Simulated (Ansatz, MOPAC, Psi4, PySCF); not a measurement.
Species: dimethyl thioether, C2H6S, charge 0, multiplicity 1. SMILES: CSC
Geometry: optimised at B3LYP-D3(BJ)/def2-TZVP (Ansatz, a program for electronic structure).

Quantity: size of the dipole moment, in D. Terms: no dispersion term unless named; 6-311+G** with 5d, 6d on Na to Ar in Ansatz; non-relativistic; 6-31G* and kin with 6d, 5d where marked; PM7 with its own dispersion and hydrogen-bond terms; no spin-orbit coupling. First-principles rows: single points at B3LYP-D3(BJ) geometries (Ansatz). Semi-empirical rows: dipoles at the shared geometry.

Measured values: NIST CCCBDB, as tabulated in the package chemicals; dipoles are vibrational averages. 

Value to compare with, the measured value: 1.50 D.

| level | program | size of the dipole moment (D) | error |
|---|---|---|---|
| AM1 | MOPAC | 1.78 | 0.28 |
| PM6 | MOPAC | 1.79 | 0.29 |
| PM7 | MOPAC | 1.79 | 0.29 |
| MNDO | MOPAC | 1.66 | 0.16 |
| B3LYP/STO-3G | Ansatz | 0.81 | -0.69 |
| B3LYP/6-31G* | Ansatz | 1.72 | 0.22 |
| B3LYP/cc-pVDZ | Ansatz | 1.48 | -0.02 |
| B3LYP/6-311+G** | Ansatz | 1.68 | 0.18 |
| M06-2X/6-311+G** | PySCF | 1.71 | 0.21 |
| wB97X-D/6-311+G** | Psi4 | 1.73 | 0.23 |

Among the 10 habitual levels, B3LYP/STO-3G lies farthest from the measured value (-0.69 D) and B3LYP/cc-pVDZ nearest (-0.02); 8 of 10 lie above it, and their mean absolute error is 0.26 D, the median 0.23. One case shows no general order.

The levels are drawn from those run, B3LYP/6-31G* more often than the rest, none by its result; runs whose electronic state is in doubt are left out.
